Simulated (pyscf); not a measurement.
PySCF, gas phase, ωB97X-D3(BJ)/def2-SVP geometries.

SMILES: C[O][RuH](=[O])(=[O])=[O]
```xyz
10

C      0.6427     0.6835     0.1775
O     -0.6597     0.5154     0.6823
Ru    -1.8432    -0.4235    -0.5032
O     -3.4117    -1.0149    -0.6962
O     -0.8600    -1.7612    -0.5527
O     -1.6377     0.6877    -1.7202
H      1.1138    -0.2989    -0.0218
H      0.6235     1.2561    -0.7704
H      1.2294     1.2317     0.9314
H     -2.5547    -0.0018     0.8489
```
Charge 0, spin multiplicity 1.

**Question.** How much does it cost (ΔH, 298 K, ωB97M-D3(BJ)/def2-TZVP) to split H₃C–O–RuH(=O)(=O)=O (SMILES C[O][RuH](=[O])(=[O])=[O]) at its O–Ru bond into H₃C–O• + [O=RuH(=O)=O]•?

**Answer.** O–Ru to H₃C–O• + [O=RuH(=O)=O]•: 0.10 eV. The 7 functionals that were run give -0.01 (M06-2X) to +1.06 eV (PBE). The radicals are drawn with the spin at the cut bond; how far it spreads was not checked. H₃C–O–RuH(=O)(=O)=O lies 3.63 eV over its isomer H₃C–O–Ru(=O)(=O)–OH [singlet] (electronic energy, ωB97M-D3(BJ)). H₃C–O• lies 0.30 eV over its isomer •H₂C–OH (electronic energy, ωB97M-D3(BJ)). Other isomers of [O=RuH(=O)=O]• were not searched in full and may lie lower. Open-shell species with a d-block atom are single-reference here; other states, and whether the spin sits on metal or ligand, were not checked. Elements past Kr carry the def2 core potentials, without spin-orbit coupling.
